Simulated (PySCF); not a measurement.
Consider thiazole, `c1cscn1` (C3H3NS). Optimised structure (Å), atoms numbered from 1:
```
C    -0.6292   -0.7401    0.1715
C    -0.9932    0.5582   -0.0672
S     0.4105    1.5112   -0.3245
C     1.3775    0.0949   -0.0917
N     0.7121   -0.9902    0.1549
H    -1.3300   -1.5539    0.3668
H    -1.9924    0.9889   -0.1030
H     2.4669    0.1494   -0.1559
```

Level of theory: ωB97X-D3(BJ)/def2-TZVP single points in PySCF, grid level 2; every species was optimised with PBE0-D3(BJ)/def2-SVP. ωB97X-D3(BJ) is ωB97X-V with D3(BJ) in place of VV10. Zero-point and thermal terms (298.15 K, 1 bar) come from unscaled PBE0-D3(BJ)/def2-SVP harmonic frequencies, with soft modes damped to free rotors in the entropy.

Rank these of its sites by proton affinity, highest first.
A. N5 (pyridine-type nitrogen)
B. S3 (ring sulfur)

A (916 kJ/mol), B (698 kJ/mol).

For S3 (ring sulfur), what are ΔE (electronic) and ΔG(298 K) of removing the proton again?

ΔE = 714 and ΔG = 668 kJ/mol, beside ΔH = 698 kJ/mol. The protonated species is `c1c[sH+]cn1`.
